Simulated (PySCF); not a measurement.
`[SiH4]`, H₄Si

Cartesian coordinates in Å; atom numbers follow the order of the lines, from 1:
```xyz
5

Si    0.0143   -0.0129    0.0049
H    -0.6010   -0.8297   -1.0247
H    -0.6023    1.2486   -0.3670
H     1.4552    0.3639    0.0006
H    -0.5986   -0.4076    1.1446
```

Method: GIAO B3LYP/aug-pcSseg-1 magnetisability, rotational g tensor and spin-rotation constants, non-relativistic, gas phase in PySCF 2.14.0. Geometry: GFN2-xTB, normal-mode sample at 600 K.

(1) How diamagnetic is it, and how anisotropic?

(2) Split it along the inertial axes a, b, c into diamagnetic and paramagnetic parts about the centre of mass, with the quadrupole moment.

(3) And the rotational g tensor?

Answers

(1) Isotropic -388 × 10⁻³⁰ J/T², or -23.3 × 10⁻⁶ cm³/mol; principal values -408, -390, -365 × 10⁻³⁰ J/T², anisotropy 38 × 10⁻³⁰ J/T² (root of half the summed squared differences of the principal values). The susceptibility is in cgs units.

(2) 
```tsv
axis	χ (10⁻⁶ cm³/mol)	diamagnetic (10⁻⁶ cm³/mol)	paramagnetic (10⁻⁶ cm³/mol)	summed x² of all electrons (Å²)	quadrupole Θ (D Å)
a	-23.2	-49.4	26.2	6.9	+0.19
b	-23.2	-53.4	30.1	6.0	+0.03
c	-23.5	-54.7	31.2	5.7	-0.22
```
Anisotropies 2χaa − χbb − χcc = +0.3 and 2χbb − χaa − χcc = +0.3 × 10⁻⁶ cm³/mol. Θ is traceless in Buckingham's convention.

(3) 
```csv
axis,rotational constant (GHz),g,nuclear part,electronic part
a,105.5062,-0.3004,0.9984,-1.2987
b,88.0218,-0.2465,0.9990,-1.2455
c,82.8528,-0.2155,0.9989,-1.2144
```
Asymmetric top; isotopes 1H, 28Si; no vibrational averaging.
